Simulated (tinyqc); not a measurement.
Worked calculation: CCSD on RHF in the sto-6g basis, frozen core, for H2O, spin multiplicity 1. One step of it, computed by the program tinyqc.

Task: Iteration 8 (converged): orbitals. Diagonalise F' = X^T F X, C = X C', fill 5 alpha and 5 beta electrons from the bottom; D = 2 C_occ C_occ^T. Each column has its largest component positive (the first on a tie).

converged F (hartree):
```
             1O 1s      1O 2s     1O 2px     1O 2py     1O 2pz      2H 1s      3H 1s
1O 1s   -20.534170  -4.966188   0.000000   0.000000  -0.024707  -0.847695  -0.847695
1O 2s    -4.966188  -2.313803   0.000000   0.000000  -0.080270  -0.786962  -0.786962
1O 2px    0.000000   0.000000  -0.399983   0.000000   0.000000   0.000000   0.000000
1O 2py    0.000000   0.000000   0.000000  -0.239348   0.000000  -0.331341   0.331341
1O 2pz   -0.024707  -0.080270   0.000000   0.000000  -0.279641  -0.356373  -0.356373
2H 1s    -0.847695  -0.786962   0.000000  -0.331341  -0.356373  -0.421279  -0.295248
3H 1s    -0.847695  -0.786962   0.000000   0.331341  -0.356373  -0.295248  -0.421279
```

X:
```
            1O 1s      1O 2s    1O 2px     1O 2py     1O 2pz      2H 1s      3H 1s
1O 1s    1.022288  -0.132125  0.000000   0.000000  -0.007451   0.016789   0.016789
1O 2s   -0.132125   1.150645  0.000000   0.000000   0.077546  -0.214891  -0.214891
1O 2px   0.000000   0.000000  1.000000   0.000000   0.000000   0.000000   0.000000
1O 2py   0.000000   0.000000  0.000000   1.061000   0.000000  -0.161823   0.161823
1O 2pz  -0.007451   0.077546  0.000000   0.000000   1.046335  -0.128850  -0.128850
2H 1s    0.016789  -0.214891  0.000000  -0.161823  -0.128850   1.129640  -0.080553
3H 1s    0.016789  -0.214891  0.000000   0.161823  -0.128850  -0.080553   1.129640
```

Give: F' = X^T F X; orbital energies; coefficients C; D after iteration 8.

Result:

F' = X^T F X (hartree):
```
          1        2        3        4        5        6        7
1  -20.2098  -2.4992   0.0000   0.0000  -0.0470  -0.1178  -0.1178
2   -2.4992  -1.2877   0.0000   0.0000   0.1061  -0.3899  -0.3899
3    0.0000   0.0000  -0.4000   0.0000   0.0000   0.0000   0.0000
4    0.0000   0.0000   0.0000  -0.0485   0.0000  -0.3770   0.3770
5   -0.0470   0.1061   0.0000   0.0000  -0.1315  -0.3207  -0.3207
6   -0.1178  -0.3899   0.0000  -0.3770  -0.3207  -0.0276  -0.0900
7   -0.1178  -0.3899   0.0000   0.3770  -0.3207  -0.0900  -0.0276
```

orbital energies (hartree): MO1 -20.5371, MO2 -1.2238, MO3 -0.5291, MO4 -0.4659, MO5 -0.4000, MO6 0.4803, MO7 0.5430

coefficients C:
```
            MO1      MO2      MO3      MO4     MO5      MO6      MO7
1O 1s    0.9969  -0.2275   0.0000   0.0907  0.0000  -0.0971   0.0000
1O 2s    0.0141   0.8903   0.0000  -0.4957  0.0000   0.6334   0.0000
1O 2px   0.0000   0.0000   0.0000   0.0000  1.0000   0.0000   0.0000
1O 2py   0.0000   0.0000   0.6349   0.0000  0.0000   0.0000   0.8804
1O 2pz   0.0025   0.0902   0.0000   0.7112  0.0000   0.7875   0.0000
2H 1s   -0.0027   0.1377   0.4527   0.3436  0.0000  -0.6902  -0.7440
3H 1s   -0.0027   0.1377  -0.4527   0.3436  0.0000  -0.6902   0.7440
```

D after iteration 8:
```
          1O 1s    1O 2s  1O 2px   1O 2py   1O 2pz    2H 1s    3H 1s
1O 1s    2.1075  -0.4668  0.0000   0.0000   0.0929  -0.0057  -0.0057
1O 2s   -0.4668   2.0771  0.0000   0.0000  -0.5442  -0.0954  -0.0954
1O 2px   0.0000   0.0000  2.0000   0.0000   0.0000   0.0000   0.0000
1O 2py   0.0000   0.0000  0.0000   0.8061   0.0000   0.5749  -0.5749
1O 2pz   0.0929  -0.5442  0.0000   0.0000   1.0278   0.5135   0.5135
2H 1s   -0.0057  -0.0954  0.0000   0.5749   0.5135   0.6840  -0.1359
3H 1s   -0.0057  -0.0954  0.0000  -0.5749   0.5135  -0.1359   0.6840
```
